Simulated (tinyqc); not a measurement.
Worked calculation: Pariser-Parr-Pople SCF with singles CI, for the molecule C=C(N)O (SMILES; centres numbered as the heavy atoms are written). Computed by tinyqc, a small Python program that keeps every step. Settings: charge = 0, gamma = MN, start = core, damping = 0.5, iteration cap = 80, excitations kept = 6. Command: `OMP_NUM_THREADS=1 python tinyqc.py 26213 26214 out.jsonl` (the two numbers bound the seeds that draw the settings). One thread of a shared host (Intel(R) Xeon(R) Processor @ 2.60GHz), about 0.01 s of CPU time with the checks. Later iterations appear only in the table of the cycle.

## PPP integrals

Centres (angstrom, eV; a flat drawing with bonds scaled to 1.40 angstrom):
```
centre,x,y,core charge z,W,gamma_rr
1C,-1.212000,-0.700000,1,9.870000,10.050000
2C,0.000000,0.000000,1,9.870000,10.050000
3N,1.212000,-0.700000,2,28.690000,19.220000
4O,0.000000,1.400000,2,34.190000,24.230000
```

Resonance integrals (eV):
```
i,j,beta
1,2,-2.390000
2,3,-2.330000
2,4,-2.260000
```

Mataga-Nishimoto: gamma = 14.399645/(R + a), a = 2 x 14.399645/(gamma_rr + gamma_ss); H_rr = -W_r - sum_(s != r) z_s gamma_rs; H_rs = beta for bonds.

repulsion gamma_rs (eV), lower triangle:
```
,1C,2C,3N,4O
1C,10.050000
2C,5.083861,10.050000
3N,4.225349,6.041282,19.220000
4O,4.410612,6.428071,4.663901,24.230000
```

core matrix H (eV), lower triangle:
```
,1C,2C,3N,4O
1C,-32.225783
2C,-2.390000,-39.892566
3N,0.000000,-2.330000,-48.284434
4O,0.000000,-2.260000,0.000000,-54.356485
```

## Starting guess

pi electrons, sum of z_r less the charge = 6

Orbitals of the core matrix H.

P at the start, lower triangle:
```
,1C,2C,3N,4O
1C,0.174251
2C,0.556021,1.830667
3N,-0.077177,0.023504,1.996738
4O,-0.054973,0.016742,-0.002324,1.998345
```

## Iteration 1: Fock matrix

F_rr = H_rr + P_rr gamma_rr / 2 + sum_(s != r) P_ss gamma_rs; F_rs = H_rs - P_rs gamma_rs / 2; E = tr P (H + F) / 2 + core repulsion sum_(r<s) z_r z_s gamma_rs.

F (eV), lower triangle:
```
,1C,2C,3N,4O
1C,-4.792481
2C,-3.803368,-4.899242
3N,0.163050,-2.400996,-7.979857
4O,0.121233,-2.313809,0.005419,-8.297743
```

pi energy = -100.700140 eV

## Iteration 1: orbitals and new P

Diagonalise F (the basis is taken as orthonormal) and form P = 2 sum c c over the lowest orbitals; 0.5 of the old P is kept.

orbital energies (eV): -10.939236  -8.150033  -6.679967  -0.200086

P after iteration 1, lower triangle:
```
,1C,2C,3N,4O
1C,0.711790
2C,0.720797,1.392975
3N,-0.183200,0.182351,1.942652
4O,-0.159724,0.164372,-0.052111,1.952583
```

## Iteration 2: Fock matrix

As before.

F (eV), lower triangle:
```
,1C,2C,3N,4O
1C,-4.746879
2C,-4.222216,-4.986775
3N,0.387042,-2.880817,-9.085976
4O,0.352239,-2.788297,0.121520,-9.547033
```

pi energy = -103.259589 eV

## Iteration 2: orbitals and new P

As before.

orbital energies (eV): -12.144531  -9.441006  -7.254915  0.473789

P after iteration 2, lower triangle:
```
,1C,2C,3N,4O
1C,0.979873
2C,0.800174,1.182150
3N,-0.241096,0.266018,1.911891
4O,-0.217260,0.242879,-0.080681,1.926086
```

## Iteration 3: Fock matrix

As before.

F (eV), lower triangle:
```
,1C,2C,3N,4O
1C,-4.718410
2C,-4.423986,-5.039434
3N,0.509357,-3.133545,-9.646081
4O,0.479124,-3.040623,0.188144,-10.184296
```

pi energy = -104.677625 eV

## Iteration 3: orbitals and new P

As before.

orbital energies (eV): -12.787032  -10.103075  -7.516460  0.818344

P after iteration 3, lower triangle:
```
,1C,2C,3N,4O
1C,1.113773
2C,0.838196,1.080818
3N,-0.272566,0.310062,1.894510
4O,-0.248683,0.284557,-0.096940,1.910899
```

## Convergence

Stop when output and input P, before any damping, agree to 1e-7.

Course of the cycle:
```
iteration,E (eV),largest |P(out) - P(in)|
1,-100.70013957,1.08e+00
2,-103.25958857,5.36e-01
3,-104.67762458,2.68e-01
4,-105.42295155,1.34e-01
5,-105.80526848,6.73e-02
6,-105.99904910,3.39e-02
7,-106.09667369,1.71e-02
8,-106.14569988,8.71e-03
9,-106.17027825,4.46e-03
10,-106.18258837,2.31e-03
11,-106.18875047,1.20e-03
...,...,...
20,-106.19490834,8.61e-06
21,-106.19491437,5.35e-06
22,-106.19491739,3.33e-06
23,-106.19491890,2.08e-06
24,-106.19491965,1.30e-06
25,-106.19492003,8.14e-07
26,-106.19492022,5.11e-07
27,-106.19492031,3.21e-07
28,-106.19492036,2.02e-07
29,-106.19492039,1.27e-07
30,-106.19492040,8.00e-08
```

Converged in 30 iterations.

## Converged orbitals

Charges are z - P_rr.

orbital energies (eV): -13.487011  -10.818613  -7.756427  1.178658

coefficients:
```
,MO1,MO2,MO3,MO4
1C,0.215108,0.052092,0.758613,-0.612798
2C,0.568328,0.079326,0.407326,0.710490
3N,0.500893,0.725862,-0.397097,-0.254056
4O,0.616310,-0.681262,-0.317657,-0.234816
```

pi charges: 1C -0.248958, 2C 0.009592, 3N 0.129089, 4O 0.110277

## Singles CI, singlets

Over the 3 single excitations with the smallest orbital gaps: A = (e_a - e_i) delta + 2 (ia|jb) - (ij|ab), with (pq|rs) = sum c_mp c_mq gamma_mn c_nr c_ns. f = 2/3 w |mu|^2 in atomic units, mu = sqrt2 sum c_ia sum_m c_mi c_ma R_m.

singlet CI matrix (eV), lower triangle:
```
,3>4,2>4,1>4
3>4,6.029215
2>4,0.077006,7.698508
1>4,0.425577,0.098147,10.231228
```

singlet excitation energies (eV): 5.983937  7.696814  10.278200

oscillator strengths: 0.620701  0.237865  0.009653

## Singles CI, triplets

Over the 3 single excitations with the smallest orbital gaps: A = (e_a - e_i) delta - (ij|ab), with (pq|rs) = sum c_mp c_mq gamma_mn c_nr c_ns.

triplet CI matrix (eV), lower triangle:
```
,3>4,2>4,1>4
3>4,2.080421
2>4,-0.167461,5.663689
1>4,-0.407413,0.089796,7.830297
```

triplet excitation energies (eV): 2.044555  5.666153  7.863700
